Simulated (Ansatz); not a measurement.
# C2H3S+ (SMILES [CH2+]C=S): one structure at several levels

An exercise on one series of results from a longer session: the logs are not shown, and one member is left open.

Program: Ansatz 0.2.0, Gaussian basis. Level of theory: single points in def2-TZVPP. These are calculated values, not measurements.

Cores are frozen in the correlated methods.

## The starting structure

SMILES `[CH2+]C=S`, 6 atoms, charge 1, spin multiplicity 1.

Atoms are counted from 1 here; the program's logs count them from 0.

Bond lengths: C1–C2 1.370 Å, C1–H4 1.101 Å, C1–H5 1.066 Å, C2–S3 1.680 Å, C2–H6 1.089 Å. Angles: C2–C1–H4 124.9°, C2–C1–H5 119.5°, H4–C1–H5 115.5°, C1–C2–S3 127.7°, C1–C2–H6 114.2°, S3–C2–H6 118.0°.

Geometry (Å):

```xyz
6
C2H3S
C     0.0325    0.3023    0.6788
C    -0.1735   -0.2910   -0.5384
S     0.9739   -0.6654   -1.7067
H    -0.7528    0.4990    1.4250
H     1.0067    0.6514    0.9344
H    -1.2089   -0.5671   -0.7315
```

Set-up of the first run:

Contents of run/in.yaml:

```yaml
crystal:
  periodic: [false, false, false]
  atoms:
    - {symbol: C, position_ang: [0.032500, 0.302300, 0.678800]}
    - {symbol: C, position_ang: [-0.173500, -0.291000, -0.538400]}
    - {symbol: S, position_ang: [0.973900, -0.665400, -1.706700]}
    - {symbol: H, position_ang: [-0.752800, 0.499000, 1.425000]}
    - {symbol: H, position_ang: [1.006700, 0.651400, 0.934400]}
    - {symbol: H, position_ang: [-1.208900, -0.567100, -0.731500]}
basis:
  gaussian: {orbitals: def2-TZVPP}
total_charge: 1
correlation: {method: ccsd_t}
output: {forces: true}
```

The command line of these runs was not kept.

Steps of the session up to this table: CCSD(T)/def2-TZVPP; PBE0-D4/def2-TZVPP; wB97M-V/def2-TZVPP; r2SCAN-D4/def2-TZVPP; PBE-D4/def2-TZVPP; BHLYP-D4/def2-TZVPP; wB97X-V/def2-TZVPP.

One of the session's tables, all rows but one given; the rest of the session is left out.

```
   method  RMS force component (eV/Å)  angle to CCSD(T) forces (°)
  CCSD(T)                       0.779                    reference
  PBE0-D4                       0.736                         15.3
  wB97M-V                       0.776                         18.1
r2SCAN-D4                       0.733                          7.8
   PBE-D4                       0.674                         12.0
 BHLYP-D4                       0.832                         22.4
  wB97X-V                           ?                            ?
```

Q: Estimate the row for wB97X-V from the others.

**Answer.** RMS force component (eV/Å): 0.821; angle to CCSD(T) forces (°): 19.2. In the column «RMS force component (eV/Å)» it lies between CCSD(T) (0.779) and BHLYP-D4 (0.832).
